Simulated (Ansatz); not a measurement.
# AlH₄+ (triplet): from Hartree-Fock to the top rungs at distance Al1–H5 = 2.664 Å, cc-pVDZ

Aim: climb from Hartree-Fock through coupled cluster and multireference methods for AlH₄+ (triplet) at one geometry and basis, and see what each rung misses.

Method: cc-pVDZ, core rule «outside noble gas», up to 5 orbitals frozen; program: Ansatz 0.2.0, Gaussian basis.

Plan: UHF; CCSD(T) on ROHF; CCSD(T) on UHF; BCCD(T) on ROHF; CISD; CCSDT(Q) on ROHF; CCSDT(Q) on UHF; CASSCF and MRCISD+Q, 4 electrons in 4 orbitals; CASSCF and NEVPT2, 4 electrons in 4 orbitals; Full CI.

21 further runs of the same task are left out: 12 for a known fault of the program, 8 that didn't finish, 1 set aside as unsound or not needed.

### Step 1. The system

The geometry derives from a PBE0/def2-TZVP stationary point (not a proven minimum). One bond is set to the value named and the two fragments are kept rigid.

5 atoms, charge 1, spin multiplicity 3.

Atoms are counted from 1 here; the program's logs count them from 0.

Bond lengths: Al1–H2 1.663 Å, Al1–H3 1.663 Å, Al1–H4 1.663 Å. Angles: H2–Al1–H3 135.7°, H2–Al1–H4 64.5°, H3–Al1–H4 135.7°.

### Step 2. UHF

Input file in.yaml:

```yaml
crystal:
  periodic: [false, false, false]
  atoms:
    - {symbol: Al, position_ang: [-0.012388, 0.027497, 0.012163]}
    - {symbol: H, position_ang: [0.608792, 1.437926, 0.638079]}
    - {symbol: H, position_ang: [-0.637342, -1.379919, 0.641097]}
    - {symbol: H, position_ang: [-0.642283, 1.431018, -0.620536]}
    - {symbol: H, position_ang: [1.002448, -2.225102, -0.984230]}
basis:
  gaussian: {orbitals: cc-pVDZ}
total_charge: 1
magnetization: {spin_polarized: true, initial_magnetization: 2}
hamiltonian: {xc: hf}
output: {orbitals: {seedname: orbitals}}
```

The run is started by

```bash
$ ansatz run in.yaml --threads 1 --pin off --events-out ev --progress --plain --max-ram 2393MiB
```

Further steps of the session: CCSD(T) on ROHF; CCSD(T) on UHF; BCCD(T) on ROHF; CISD; CCSDT(Q) on ROHF; CCSDT(Q) on UHF; CASSCF and MRCISD+Q, 4 electrons in 4 orbitals; CASSCF and NEVPT2, 4 electrons in 4 orbitals; Full CI.

Before running them: what should the planned runs give, taken together? Wanted: FCI below the RHF energy; RMP2 from FCI; UMP2 from FCI; RCCSD from FCI; RCCSD(T) from FCI; UCCSD(T) from FCI; RCCSDT(Q) from FCI; UCCSDT(Q) from FCI; T1 diagnostic.

**Answer**, as computed:

| quantity | value |
| --- | --- |
| FCI below the RHF energy | -2.4983 eV |
| RMP2 from FCI | +15.61 kcal/mol |
| UMP2 from FCI | +15.79 kcal/mol |
| RCCSD from FCI | +1.35 kcal/mol |
| RCCSD(T) from FCI | +0.42 kcal/mol |
| UCCSD(T) from FCI | +0.42 kcal/mol |
| RCCSDT(Q) from FCI | +0.01 kcal/mol |
| UCCSDT(Q) from FCI | 0.00 kcal/mol |
| levels within 1 kcal/mol (43 meV) | RCCSD(T), UCCSD(T), BCCD(T), RCCSDT, UCCSDT, RCCSDT(Q), UCCSDT(Q) |
| T1 diagnostic | 0.026 |
| effectively unpaired electrons | 2.04 |

RCCSD(T) lands +0.42 kcal/mol from the yardstick (0.7 % of the correlation energy). One determinant dominates. These misses are within one basis, not against nature; the frozen cores of restricted and unrestricted runs differ, which can shift their rows.
